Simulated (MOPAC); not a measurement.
MOPAC input (MNDO):

```
MNDO 1SCF CHARGE=-1 GEO-OK AUX(PRECISION=9) THREADS=1
C2H5S

C     1.48923700 1    0.70079263 1    0.00925021 1
C    -0.03929376 1    0.78325927 1    0.00066342 1
S    -0.85165386 1   -0.85211429 1   -0.00580082 1
H    -0.35574310 1    1.36679086 1    0.87704767 1
H    -0.34577701 1    1.36877731 1   -0.87793506 1
H     1.96495899 1    1.69625100 1    0.01307846 1
H     1.82668773 1    0.14785365 1    0.88999214 1
H     1.83667574 1    0.14984447 1   -0.86885190 1
```

Problem. What heat of formation does the run end on, and which ionisation energy by Koopmans theorem?

Solution. -12.55 kcal/mol; 1.78 eV.
